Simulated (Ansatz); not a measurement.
The same path of CH$_{5}$OSi (8 atoms, charge 0, multiplicity 2) was run twice with different band settings. The coordinate that changes most is the dihedral H5–C1–Si2–O3.

Level of theory: UKS PBE-D4/def2-SVP (Ansatz).

Relaxed end points:

```xyz
8
Properties=species:S:1:pos:R:3
C -0.692 0.909 -0.103
Si 0.680 -0.333 -0.461
O 0.193 -1.784 0.266
H -1.648 0.599 -0.569
H -0.418 1.909 -0.496
H -0.851 0.993 0.993
H 1.994 0.160 0.133
H 0.835 -2.511 0.180
```

```xyz
8
Properties=species:S:1:pos:R:3
C -0.667 0.901 0.236
Si 0.870 -0.149 -0.060
O 0.388 -1.395 -1.102
H -1.483 0.270 0.649
H -1.028 1.363 -0.704
H -0.446 1.710 0.962
H 1.373 -0.713 1.263
H 1.085 -2.045 -1.299
```

Common settings: movable images 7; climbing image yes; spring 5.0 eV/Å²; optimiser quadratic models (default); start path IDPP; iteration limit 60; end points relaxed.

| run | force threshold |
| --- | --- |
| 1 | 0.05 eV/Å |
| 2 | 0.2 eV/Å |

(1) What does each run give, and how far can it be trusted?

Results:

(1) Run 1: converged after 4 iterations, highest image 0.041 eV above the first end. A vibrational analysis at the climbing image gives one clearly imaginary mode, 132i cm⁻¹: a first-order saddle point.
Run 2: converged after 3 iterations, highest image 0.041 eV above the first end. The threshold of 0.2 eV/Å is loose, so the images may lie well off the minimum-energy path. Another band between the same ends (7 images) ends at a top of the same energy, where a vibrational analysis finds 1 clearly imaginary mode.
